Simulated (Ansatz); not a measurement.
Cartesian coordinates in Å:
```
C 0.633 1.263 -0.742
C 0.201 0.158 -0.162
C -0.895 -0.489 0.652
C 0.324 -1.216 0.191
O 0.926 -2.246 0.168
H 1.577 1.276 -1.276
H 0.062 2.185 -0.704
H -1.846 -0.702 0.166
H -0.982 -0.230 1.707
```

The species carries charge 0 and has multiplicity 1.

(1) List the ωB97M-V/def2-TZVPP orbital energies in eV (Ansatz). (An estimate is asked.)

## Answers

(1) The calculation gave: Occupied: -526.41, -284.43, -282.44, -282.38, -282.11, -32.43, -27.45, -23.65, -19.57, -17.18, -16.11, -16.10, -15.56, -14.59, -13.21, -11.77, -10.61, -9.45. Lowest empty: -0.12, 2.95, 3.59, 4.08, 4.39, 4.63, 4.79, 5.26.
